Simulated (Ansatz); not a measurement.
Results of HSE06 (Ansatz, a quantum-chemistry and plane-wave program, PAW) for SnHgO₃ (R-3c, No. 167; cell taken from a computed entry).

Run with plane-wave cutoff 460 eV, 6×6×6 k mesh, Fermi–Dirac smearing 0.01 eV, scalar-relativistic PAW data made under PBE.

Cell (relaxed with PBEsol):

Space group R-3c, hexagonal axes (No. 167); a = b = 5.5910 Å, c = 13.9934 Å, α = β = 90.00°, γ = 120.00°

```
atom  site  symmetry       x       y       z
----  ----  --------  ------  ------  ------
Sn      6b       -3.  0.0000  0.0000  0.0000
Hg      6a        32  0.0000  0.0000  0.2500
O      18e        .2  0.3940  0.3940  0.2500
```
(The calculation used a cell of 10 atoms; values per cell refer to that cell.)

Predict the band gap.


band gap: 1.34 eV (on the SCF k mesh)

Note: cell and atoms aren't relaxed at this level (pressure -1.3 GPa); this cell isn't known to be the ambient phase, and symmetry holds it in the calculation.

Spin–orbit coupling is not included.

Computed values are for the static lattice.

It cost very roughly 9 core-minutes of CPU time.
